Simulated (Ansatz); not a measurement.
Reaction (SMILES): ClO (OH-Cl) + H+ → [OH2+]Cl
B3LYP-D3(BJ)/def2-TZVP geometries, fixed; electronic energies without zero-point terms; positive where energy is released.
Largest species:
```xyz
4

O     -0.0211     1.0722    -0.0746
H     -0.9457     1.3908     0.0477
Cl     0.0314    -0.6722    -0.0032
H      0.5812     1.4595     0.6026
```
Charge +1, spin multiplicity 1.

Basis-set convergence of the proton affinity at PBE with Ansatz (a program for electronic structure). Cartesian d functions, on some or all atoms, in 6-31+G*, 6-311+G**; all else is spherical. The program fits the integrals of some runs and decomposes those of others, by size. The proton sits at the site shown, which need not be the one that binds it best. No added dispersion term, no relativity. Functions are those of the species that has most. Reference: the value in pcseg-4, 157.72 kcal/mol, itself unsure by roughly 0.09 kcal/mol (its mean distance from aug-pcseg-3, aug-cc-pV(Q+d)Z, cc-pV(5+d)Z). Deviations are taken from unrounded values.

```json
[
 {"basis": "pcseg-0", "functions": "26", "proton affinity (kcal/mol)": "160.94", "minus reference (kcal/mol)": "3.22"},
 {"basis": "pcseg-1", "functions": "42", "proton affinity (kcal/mol)": "155.30", "minus reference (kcal/mol)": "-2.43"},
 {"basis": "6-31+G*", "functions": "46", "proton affinity (kcal/mol)": "154.74", "minus reference (kcal/mol)": "-2.99"},
 {"basis": "6-311+G**", "functions": "65", "proton affinity (kcal/mol)": "157.93", "minus reference (kcal/mol)": "0.21"},
 {"basis": "aug-cc-pV(D+d)Z", "functions": "73", "proton affinity (kcal/mol)": "156.16", "minus reference (kcal/mol)": "-1.56"},
 {"basis": "6-311++G(2d,2p)", "functions": "82", "proton affinity (kcal/mol)": "157.00", "minus reference (kcal/mol)": "-0.73"},
 {"basis": "pcseg-2", "functions": "92", "proton affinity (kcal/mol)": "157.79", "minus reference (kcal/mol)": "0.06"},
 {"basis": "jun-cc-pV(T+d)Z", "functions": "115", "proton affinity (kcal/mol)": "157.40", "minus reference (kcal/mol)": "-0.33"},
 {"basis": "6-311++G(3df,3pd)", "functions": "122", "proton affinity (kcal/mol)": "157.58", "minus reference (kcal/mol)": "-0.15"},
 {"basis": "aug-cc-pV(T+d)Z", "functions": "147", "proton affinity (kcal/mol)": "157.46", "minus reference (kcal/mol)": "-0.26"},
 {"basis": "pcseg-3", "functions": "190", "proton affinity (kcal/mol)": "157.73", "minus reference (kcal/mol)": "0.01"},
 {"basis": "aug-cc-pV(Q+d)Z", "functions": "261", "proton affinity (kcal/mol)": "157.69", "minus reference (kcal/mol)": "-0.04"},
 {"basis": "pcseg-4", "functions": "328", "proton affinity (kcal/mol)": "157.72", "minus reference (kcal/mol)": "0.00"}
]
```

The smallest set listed that lies within 0.5 kcal/mol of the reference with all its larger relatives (same family, alike in diffuse functions; a set with none counts only in the reference's own line) is pcseg-2 (92 functions, 0.06 kcal/mol off). Inside the window by cancellation, since a larger relative falls out: 6-311+G**. Inside, with no larger relative to test it: 6-311++G(3df,3pd).
